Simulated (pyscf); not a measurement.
A first-order saddle from PySCF, ωB97X-D3(BJ)/def2-SVP:

```xyz
5

Se    -0.4772     0.7967     0.7645
H      1.2715     0.1222    -0.9573
H      1.0566     0.5660     0.0542
O     -0.9107     0.1058    -0.7122
H      0.3440    -0.0256    -1.1658
```
Charge 0, spin multiplicity 2.

Surface: doublet, charge 0. Lowest wavenumbers (cm⁻¹): 1763i, 860, 952, 971, 1217.

Which two sides does it connect, and which bonds change?

•O–SeH + hydrogen (H₂) ⇌ HO–Se• + hydrogen (H₂), a concerted two-bond exchange read from left to right: H–Se, H–H broken and H–H, H–O formed. At ωB97M-D3(BJ)/def2-TZVP it lies +24.8 kcal/mol from the left side and +40.1 kcal/mol from the right (each side as separated species at their lowest minima found). One saddle was located; it need not be the lowest between these sides. Elements up to Kr have no core potential and no relativistic terms here.
